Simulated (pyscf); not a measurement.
**Hydrogen abstraction: [S–Ti(Cl)(Cl)–Cl]• (SMILES [S][Ti]([Cl])([Cl])[Cl]) + H₂ (SMILES [H][H]) -> HS–Ti(Cl)(Cl)–Cl (SMILES [SH][Ti]([Cl])([Cl])[Cl]) + H• (SMILES [H])**

Gas phase, doublet surface, charge 0. Bonds broken: H6–H7. Bonds formed: S1–H6. PySCF, gas phase, ωB97X-D3(BJ)/def2-SVP geometries.

Transition state (Å):

```xyz
7

S      1.8134     0.0869     0.1474
Ti    -0.3305     0.2545    -0.4056
Cl    -0.7679     2.3227    -0.8409
Cl    -0.5676    -1.0169    -2.1159
Cl    -1.5226    -0.3832     1.2764
H      1.5639     0.9781     1.2182
H      1.3131     1.7814     2.1734
```

One imaginary mode, 919i cm⁻¹; descent along it reached the two sides named.

| bond | change | reactant side (Å) | saddle | product side |
|---|---|---|---|---|
| H6–H7 | breaks | 0.762 | 1.273 | 2.8 |
| S1–H6 | forms | 3.1 | 1.415 | 1.354 |

Electronic energies relative to the separated reactants (eV):

```tsv
level	barrier	reaction energy	reverse barrier
ωB97X-D3(BJ)/def2-TZVP	0.74	+0.62	0.13
PBE/def2-TZVP	0.60	+0.64	-0.03
r²SCAN/def2-TZVP	0.60	+0.71	-0.11
B3LYP-D3(BJ)/def2-TZVP	0.74	+0.81	-0.07
PBE0-D3(BJ)/def2-TZVP	0.58	+0.57	0.01
M06-2X/def2-TZVP	0.82	+0.67	0.15
ωB97M-D3(BJ)/def2-TZVP	0.76	+0.64	0.13
HF/def2-TZVP	1.11	+0.69	0.42
```

With ωB97M-D3(BJ)/def2-TZVP energies and thermal terms (ideal gas, 1 atm, RRHO with modes under 100 cm⁻¹ raised to 100, one conformer, R ln 2 for rigid chiral ones), in eV:

```tsv
T (K)	ΔH‡	ΔG‡	ΔH	ΔG
298	0.64	0.96	+0.57	+0.60
600	0.64	1.29	+0.59	+0.63
900	0.66	1.61	+0.62	+0.64
1200	0.69	1.92	+0.65	+0.65
```

At PBE, r²SCAN, B3LYP-D3(BJ) this geometry lies under the product side: in single points on another level's saddle the reverse barrier vanishes, and the forward threshold there is about the reaction energy. This is the saddle that the search found; another between the same sides may lie lower. The angle at the transferred H is 179°. Open-shell species with a d-block atom are single-reference here; other states, and whether the spin sits on metal or ligand, were not checked.
